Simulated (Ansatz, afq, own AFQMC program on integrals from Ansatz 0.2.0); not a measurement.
**Where AFQMC and coupled cluster stand for AlH$_{2}$⁺, triplet**

```tsv
atom	x (Å)	y (Å)	z (Å)
Al	0.0000	-0.0391	-0.1659
H	0.0000	1.9855	3.1393
H	0.0000	-0.9387	1.3027
```

Basis cc-pVDZ. Noble-gas cores (and the filled d shells of Ga–Kr and In–Xe) are frozen. AFQMC by an in-house program on the Cholesky factors that Ansatz 0.2.0 writes for its CCSD(T) run. The CISD trial takes its coefficients from CCSD amplitudes. Released means that phaseless walkers are propagated on without the constraint, phases kept. Uncertainties: one standard error, sampling alone.

Determinant: UHF, the one that the program's search chose, which needn't be the lowest solution. The geometry is a point of a scan.

Full CI on the same integrals is exact in this basis and with this determinant's frozen core.

Cautions: lower spins were not checked; the released energies have errors that jump between times, so the bars are unsure, so no released level is given (meV from the phaseless value at times in 1/Eh: -0.4 ± 0.5 at 0.24, -0.8 ± 0.4 at 0.51, -1.3 ± 0.3 at 0.99, 8 ± 9 at 1.62, -1.8 ± 0.3 at 2.40), though the last usable value meets full CI within the noise.

The T1 diagnostic is 0.0230, the weight of the determinant in the CISD state is 0.949 and the ⟨S²⟩ of the determinant is 2.045. The size of the correlated space is 4 electrons in 23 orbitals.

Reference: full CI, correlation energy -1.160 eV.

| level | E − E(reference) (kcal/mol) | share of correlation (%) |
| --- | --- | --- |
| HF | 26.76 | 0.00 |
| MP2 | 9.52 | 64.44 |
| CCSD | 0.45 | 98.30 |
| CCSD(T) | 0.16 | 99.41 |
| CCSDT | 0.00 | 100.00 |
| CCSDT(Q) | 0.00 | 100.00 |
| ph-AFQMC/CISD | 0.04 ± 0.01 | 99.85 |

CCSDT and higher add their correlation energy to the determinant of the CCSD(T) run, since their own runs factorise the integrals more tightly (a shift of under 2 meV). A walk keeps the symmetry of its determinant, which the program's search chose and which needn't be the lowest solution, so a lower state of the same spin and another symmetry isn't excluded.
